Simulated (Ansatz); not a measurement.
The cluster O3. Charge 0, multiplicity 3. Geometry PBE-D4/def2-TZVP; atoms count from 1.

```csv
atom,x (Å),y (Å),z (Å)
O1,-0.456,1.050,-0.356
O2,0.126,-0.123,-0.329
O3,0.330,-0.927,0.685
```

The structure holds 2 bonds between oxygen atoms, so isomers without such links may lie far lower. At PBE0-D4/def2-TZVP a broken-symmetry singlet of charge 0 lies 1.14 eV below the triplet, each at its own geometry. The structure comes from a short search, and lower isomers may exist.

Q: Estimate the Mulliken populations from the PBE0/def2-TZVP orbitals of Ansatz.

A: 
| atom | charge (e) | spin (α − β) |
| --- | --- | --- |
| O1 | -0.10 | 0.75 |
| O2 | 0.19 | 0.50 |
| O3 | -0.10 | 0.75 |
Mulliken values and Mayer orders depend strongly on the basis.

Q: Where does the spin sit?

A: Summed by element: O 2.00, of 2 unpaired in all. Largest on single atoms: O1 0.75, O3 0.75, O2 0.50.

Q: And the Mayer bond orders between bonded heavy atoms (over 0.3)?

A: O1–O2 1.25 (1.31 Å); O2–O3 1.25 (1.31 Å). Values over 0.3 also appear between atoms too far apart for a bond (O1–O3 0.43 at 2.37 Å); they arise where an orbital or an unpaired electron spreads over both atoms.
